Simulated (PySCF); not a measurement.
# Atomic charges against the basis set

Compound: C5H7F.
Atom-mapped SMILES: `[CH2:1]=[C:2]=[C:3]([CH3:4])[CH2:5][F:6]` (hydrogens: H7, H8 on C1; H9, H10, H11 on C4; H12, H13 on C5)

PBE0 throughout (PySCF), one geometry, spherical d and f functions. Isolated species at its PBE0-D3(BJ)/def2-SVP geometry (one conformer only). Atoms taken as equivalent share a column and are averaged. The first 7 of 9 kinds of atom are listed.

Mulliken charges (e):

```tsv
basis	functions	C1	C2	C3	C4	C5	F6	H7/H8
STO-3G	37	-0.203	-0.002	-0.036	-0.236	-0.040	-0.109	+0.095
6-31G	68	-0.476	+0.131	-0.070	-0.513	-0.009	-0.341	+0.188
pcSseg-0	68	-0.390	-0.097	-0.245	-0.594	+0.025	-0.387	+0.244
6-31G*	98	-0.586	+0.264	-0.094	-0.567	+0.015	-0.340	+0.197
cc-pVDZ	119	-0.107	+0.124	-0.451	-0.003	+0.282	-0.243	+0.077
def2-SVP	119	-0.240	+0.101	-0.344	+0.021	+0.337	-0.281	+0.085
aug-cc-pVDZ	201	+0.627	+0.098	+0.094	+0.169	+0.894	-0.487	-0.343
6-311+G(2d,p)	204	-0.426	+0.323	+0.296	-0.722	-0.274	-0.248	+0.138
def2-TZVP	228	-0.315	+0.054	-0.085	-0.368	+0.020	-0.228	+0.151
cc-pVTZ	278	-0.345	-0.005	-0.014	-0.264	+0.158	-0.227	+0.131
IGLO-III	280	-0.223	-0.145	+0.164	-0.399	-0.002	-0.269	+0.121
pcSseg-2	314	-0.104	-0.156	-0.051	-0.040	+0.304	-0.307	+0.084
```

IAO charges (e):

```tsv
basis	functions	C1	C2	C3	C4	C5	F6	H7/H8
STO-3G	37	-0.309	+0.025	-0.068	-0.394	-0.093	-0.137	+0.146
6-31G	68	-0.362	+0.019	-0.044	-0.434	+0.005	-0.307	+0.172
pcSseg-0	68	-0.352	+0.024	-0.062	-0.423	+0.011	-0.298	+0.168
6-31G*	98	-0.353	+0.019	-0.048	-0.414	+0.045	-0.315	+0.166
cc-pVDZ	119	-0.360	+0.019	-0.046	-0.414	+0.044	-0.317	+0.168
def2-SVP	119	-0.349	+0.019	-0.046	-0.403	+0.050	-0.319	+0.163
aug-cc-pVDZ	201	-0.370	+0.020	-0.045	-0.424	+0.042	-0.334	+0.173
6-311+G(2d,p)	204	-0.370	+0.020	-0.046	-0.425	+0.041	-0.335	+0.173
def2-TZVP	228	-0.370	+0.021	-0.046	-0.425	+0.045	-0.333	+0.173
cc-pVTZ	278	-0.370	+0.021	-0.046	-0.427	+0.044	-0.331	+0.173
IGLO-III	280	-0.371	+0.020	-0.046	-0.427	+0.042	-0.335	+0.174
pcSseg-2	314	-0.370	+0.021	-0.046	-0.426	+0.044	-0.334	+0.173
```

Hirshfeld charges (e):

```csv
basis,functions,C1,C2,C3,C4,C5,F6,H7/H8
STO-3G,37,-0.073,-0.034,-0.022,-0.030,+0.071,-0.081,+0.037
6-31G,68,-0.111,-0.016,-0.013,-0.096,+0.040,-0.136,+0.058
pcSseg-0,68,-0.108,-0.011,-0.009,-0.101,+0.036,-0.127,+0.057
6-31G*,98,-0.113,-0.015,-0.015,-0.095,+0.037,-0.124,+0.057
cc-pVDZ,119,-0.114,-0.007,-0.016,-0.107,+0.025,-0.110,+0.056
def2-SVP,119,-0.116,-0.004,-0.014,-0.111,+0.026,-0.116,+0.057
aug-cc-pVDZ,201,-0.119,-0.004,-0.024,-0.120,+0.018,-0.119,+0.060
"6-311+G(2d,p)",204,-0.115,-0.008,-0.027,-0.112,+0.024,-0.123,+0.059
def2-TZVP,228,-0.118,-0.005,-0.022,-0.116,+0.021,-0.119,+0.059
cc-pVTZ,278,-0.119,-0.003,-0.019,-0.117,+0.020,-0.115,+0.059
IGLO-III,280,-0.118,-0.004,-0.022,-0.120,+0.018,-0.119,+0.060
pcSseg-2,314,-0.119,-0.002,-0.021,-0.121,+0.018,-0.119,+0.060
```

ESP-fitted charges (e):

| basis | functions | C1 | C2 | C3 | C4 | C5 | F6 | H7/H8 |
| --- | --- | --- | --- | --- | --- | --- | --- | --- |
| STO-3G | 37 | -0.338 | +0.035 | +0.124 | -0.509 | -0.150 | -0.067 | +0.135 |
| 6-31G | 68 | -0.524 | +0.081 | +0.027 | -0.450 | +0.082 | -0.243 | +0.213 |
| pcSseg-0 | 68 | -0.526 | +0.052 | +0.075 | -0.578 | +0.018 | -0.232 | +0.222 |
| 6-31G* | 98 | -0.523 | +0.060 | +0.127 | -0.534 | -0.110 | -0.159 | +0.213 |
| cc-pVDZ | 119 | -0.491 | +0.043 | +0.087 | -0.459 | -0.045 | -0.175 | +0.204 |
| def2-SVP | 119 | -0.478 | +0.038 | +0.069 | -0.442 | -0.006 | -0.191 | +0.201 |
| aug-cc-pVDZ | 201 | -0.531 | +0.041 | +0.118 | -0.505 | -0.063 | -0.190 | +0.220 |
| 6-311+G(2d,p) | 204 | -0.548 | +0.050 | +0.123 | -0.527 | -0.080 | -0.190 | +0.226 |
| def2-TZVP | 228 | -0.546 | +0.049 | +0.131 | -0.529 | -0.090 | -0.178 | +0.224 |
| cc-pVTZ | 278 | -0.526 | +0.033 | +0.140 | -0.519 | -0.099 | -0.172 | +0.218 |
| IGLO-III | 280 | -0.532 | +0.041 | +0.125 | -0.513 | -0.083 | -0.185 | +0.220 |
| pcSseg-2 | 314 | -0.535 | +0.043 | +0.117 | -0.515 | -0.052 | -0.195 | +0.221 |

Task: Which scheme is steadiest as the basis changes?

Result: Largest range over the bases for any column: Hirshfeld 0.09 e, IAO 0.20 e, ESP-fitted 0.23 e, Mulliken 1.21 e. Hirshfeld charges move least and Mulliken charges most, counted in e. Without the minimal STO-3G basis the ranges are Hirshfeld 0.03, IAO 0.04, ESP-fitted 0.19, Mulliken 1.21 e.

Task: How much do the charges still move between the two largest bases, IGLO-III and pcSseg-2?

Result: At most, over all atoms: Mulliken 0.359 e, IAO 0.002 e, Hirshfeld 0.002 e, ESP-fitted 0.031 e.

Task: What do the same runs give for the total energy, the frontier levels and the dipole moment?

Result: 
```csv
basis,energy (Eh),HOMO (eV),LUMO (eV),μ (D)
STO-3G,-290.3930,-5.11,3.38,0.75
6-31G,-294.1140,-7.18,0.54,1.83
pcSseg-0,-293.5233,-7.45,0.25,1.90
6-31G*,-294.1756,-7.12,0.54,1.48
cc-pVDZ,-294.1998,-7.22,0.38,1.47
def2-SVP,-293.9683,-7.30,0.30,1.54
aug-cc-pVDZ,-294.2214,-7.36,-0.12,1.62
"6-311+G(2d,p)",-294.2744,-7.38,0.03,1.65
def2-TZVP,-294.3001,-7.36,0.16,1.56
cc-pVTZ,-294.2900,-7.33,0.21,1.53
IGLO-III,-294.3068,-7.37,0.09,1.60
pcSseg-2,-294.3007,-7.38,0.08,1.63
```

The dipole is fixed by the density alone, so its range of 1.15 D shows that the density itself changes with the basis, not only its division among atoms.
